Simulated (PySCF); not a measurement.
# CH5BO: the cost of one run

Programs: PySCF 2.14.0, with density-fitted response routines of our own. Each step states its level of theory. These are calculated values for one molecule in the gas phase, unless marked as measured. Atoms are numbered from 0 throughout.

## 1. Starting geometry

8 atoms, charge 0, multiplicity 1; geometry from: GFN2-xTB. The atoms were then displaced at random by about 0.01 Å, so the start is not that level's minimum.

Bonds of the start (Å): B0–O1 1.35, O1–C2 1.42, B0–H3 1.17, B0–H4 1.15, C2–H5 1.09, C2–H6 1.09, C2–H7 1.07.

## 2. Relaxing the molecule at PBE0-D3(BJ)/def2-SVP

The job: settings as JSON, then the geometry in Å.

```
{"job": {"xc": "PBE0", "basis": "def2-SVP", "d3": "d3bj", "grid": 1, "shake": 0.01, "kind": "geom"}, "charge": 0, "multiplicity": 1}
B      1.346150    -0.187040     0.229670
O      0.200730     0.495280     0.453780
C     -1.062190     0.182570    -0.113770
H      1.406790    -1.097130    -0.496340
H      2.270830     0.236910     0.770660
H     -1.403710     1.053830    -0.672670
H     -0.973140    -0.685110    -0.767530
H     -1.730320    -0.018440     0.699220
```

The run is started by

```
OMP_NUM_THREADS=1 python probes_run.py task.json out
```

The driver reads the jobs from task.json and runs them one after another.

**Question.** How long does this first job take on 1 thread of Arm Neoverse V1, shared host, and how much memory does it need?

About 10 s, with a peak of 0.3 GiB.
